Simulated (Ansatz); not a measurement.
For wurtzite CdSe, PBE-D3(BJ) (Ansatz, a quantum-chemistry and plane-wave program, plane waves, PAW) gives:

| Item | Result |
|---|---|
| lattice constant a | 4.322 Å |
| lattice parameter c | 7.064 Å |
| bulk modulus | 49.9 GPa |
| cohesive energy | 2.62 eV/atom |
| band gap | 0.63 eV |
| formation enthalpy | -0.557 eV/atom |

**Question.** What does r²SCAN+rVV10 (plane waves, PAW; Ansatz) give for the same quantities?

**Answer.** 
- lattice constant a: 4.316 Å (shrinks by 0.1 %)
- lattice parameter c: 7.044 Å (shrinks by 0.3 %)
- bulk modulus: 53.9 GPa (increases by 8.0 %)
- cohesive energy: 2.74 eV/atom (grows by 0.12 eV/atom)
- band gap: 1.09 eV (goes up by 0.46 eV)
- formation enthalpy: -0.726 eV/atom (moves by -0.169 eV/atom)

For comparison: lattice constant a 4.298 Å (measured, temperature not stated, not corrected to a static lattice; as tabulated in PVEducation, CdSe (wurtzite), citing its ref. 1); lattice parameter c 7.015 Å (measured, temperature not stated, no zero-point or thermal correction; as tabulated in PVEducation, CdSe (wurtzite), citing its ref. 1); bulk modulus 53.4 GPa (measured, temperature not stated, not corrected to a static lattice; as tabulated in Grünwald et al. (2012), arXiv:1201.2992); band gap 1.73 eV (measured, temperature not stated, no zero-point or thermal correction; as tabulated in Abedi et al. (2022), arXiv:2211.14644); formation enthalpy -0.75 eV/atom (measured, 298 K, not corrected to a static lattice; as tabulated in Zhang et al. (2018), doi:10.1038/s41524-018-0065-z).

Changes are worked out from the printed values.

Unless a cell is named, each level is at its own relaxed cell (PBE-D3(BJ) 28.56, r²SCAN+rVV10 28.41 Å³/atom).

Spin–orbit coupling is included only where a level's name says +SOC; with heavier elements it mostly lowers gaps and can invert bands. Density-functional gaps are differences of (generalised) Kohn–Sham levels.

Ansatz's density-functional and Hartree–Fock values are scalar-relativistic unless marked +SOC, with PAW data made under PBE.
